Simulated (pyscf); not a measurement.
Single points on ωB97X-D3(BJ)/def2-SVP structures (PySCF, gas phase).

Problem. PBE/def2-TZVP puts the barrier of H₂N–GaH₂ + H₂ → NH₃ + GaH₃ (four-centre exchange; singlet surface; Ga–N, H–H broken, H–N, Ga–H formed) at 0.82 eV and the reaction energy at +0.38 eV, from the separated reactants. What do r²SCAN/def2-TZVP, PBE0-D3(BJ)/def2-TZVP, ωB97M-D3(BJ)/def2-TZVP give on the same structures?

Solution. r²SCAN: ΔE‡ = 0.87 eV, ΔE = +0.43 eV; PBE0-D3(BJ): ΔE‡ = 0.85 eV, ΔE = +0.34 eV; ωB97M-D3(BJ): ΔE‡ = 1.00 eV, ΔE = +0.32 eV. PBE's barrier lies under all of them, by 0.02 to 0.18 eV. Its reaction energy lies among theirs. On the product side the descent ends in an adduct with a Ga–N contact, 1.08 eV under the separated species and 1.68 eV under the saddle at ωB97X-D3(BJ)/def2-TZVP. What is counted as broken (Ga–N) persists as a longer contact in the product adduct; parting that adduct is a step of its own. At the saddle there is also a short Ga–H contact that neither side keeps. This is the saddle that the search found; another between the same sides may lie lower. Elements up to Kr have no core potential and no relativistic terms here.
